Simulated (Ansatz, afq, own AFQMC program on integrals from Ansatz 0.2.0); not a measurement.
PH₃, singlet, reference energies and how methods fare

```xyz
4

P     0.3489   -0.3293   -0.3357
H     0.6337   -0.0339    1.0326
H    -1.0111   -0.6661   -0.0570
H     0.0285    1.0293   -0.6399
```

Geometry: a PBE0/def2-SVP stationary point, not shown to be a minimum. Basis def2-TZVP. Only valence electrons are correlated. Integrals, coupled cluster, full CI and functionals: Ansatz 0.2.0; the random walks run on the same integrals in our own AFQMC program. The CISD trial takes its coefficients from CCSD amplitudes. Released means that phaseless walkers are propagated on without the constraint, phases kept. Error bars are statistical, one sigma.

Best estimates are CCSD(T) at the basis-set limit (def2-TZVPP/QZVPP) plus the step from CCSD(T) to the highest rung at hand in def2-TZVP, named in the table (released AFQMC can keep some 10 meV of bias). Fragments are relaxed and keep their bonds. No zero-point, core-correlation or spin–orbit terms. Other levels are in def2-TZVP; a dash marks a level that is missing or breaks spin symmetry for a member.

```
                                 process  best estimate (kJ/mol)  highest rung
P1–H2 → PH2 (doublet; PH2) + H (doublet)                     367      CCSDT(Q)
        to charge +1, doublet (vertical)                    1027      CCSDT(Q)
                           to free atoms                    1013      CCSDT(Q)
```

Errors against the best estimates in kJ/mol, the processes numbered in the order above:

```json
{"level": "MP2", "error, 1": "-23", "error, 2": "-23", "error, 3": "-91"}
{"level": "CCSD(T)", "error, 1": "-15", "error, 2": "-14", "error, 3": "-54"}
{"level": "ph-AFQMC/CISD", "error, 1": "-15 ± 0.4", "error, 2": "-14 ± 0.3", "error, 3": "-53 ± 0.3"}
{"level": "CCSD(T)/CBS", "error, 1": "0", "error, 2": "0", "error, 3": "0"}
{"level": "PBE", "error, 1": "-12", "error, 2": "-15", "error, 3": "-12"}
{"level": "r2SCAN", "error, 1": "-14", "error, 2": "-19", "error, 3": "-11"}
{"level": "PBE0", "error, 1": "-14", "error, 2": "-15", "error, 3": "-21"}
{"level": "B3LYP", "error, 1": "-7", "error, 2": "-4", "error, 3": "9"}
{"level": "wB97M-V", "error, 1": "1", "error, 2": "-5", "error, 3": "13"}
{"level": "B2PLYP", "error, 1": "-11", "error, 2": "-15", "error, 3": "-18"}
```

Cost at the first geometry (cards were shared with other jobs): PBE0/def2-TZVP, 0.54 s on 1 thread of AMD EPYC 7R13 Processor (Zen 3), on a shared host; RCCSD(T)/def2-TZVP, 1.5 s on 1 × NVIDIA H100 80GB HBM3 with 1 thread of AMD EPYC 7R13 Processor (Zen 3), with other jobs on the host; CCSD(T)/def2-QZVPP, 1.8 s on 1 × NVIDIA H100 80GB HBM3 with 1 thread of AMD EPYC 7R13 Processor (Zen 3), with other jobs on the host; CCSDT(Q), 1.8 s on 1 × NVIDIA H100 80GB HBM3 with 1 thread of AMD EPYC 7R13 Processor (Zen 3) (shared host); ph-AFQMC/CISD with release, 27 s on 1 × NVIDIA H100 80GB HBM3 with 2 threads of AMD EPYC 7R13 Processor (Zen 3) (shared host).

Best estimates are given only where the step beyond CCSD(T) is under 0.3 eV and no member's determinant is very poor (T1 over 0.05, or 0.07 for open shells, ⟨S²⟩ too high by 0.3, two states mixed), so the hardest cases are missing from such tables.

The functionals ran in a triple-zeta set and keep a basis error of their own, a few kJ/mol for each bond in atomization energies and more for double hybrids, so close places among them and the extrapolated levels can swap.

CCSDT and higher add their correlation energy to the determinant of the CCSD(T) run, since their own runs factorise the integrals more tightly (a shift of under 2 meV). Each member of a difference takes its own highest rung, so a best estimate needn't equal the limit plus the step of one row. A walk keeps the symmetry of its determinant, which the program's search chose and which needn't be the lowest solution, so a lower state of the same spin and another symmetry isn't excluded.
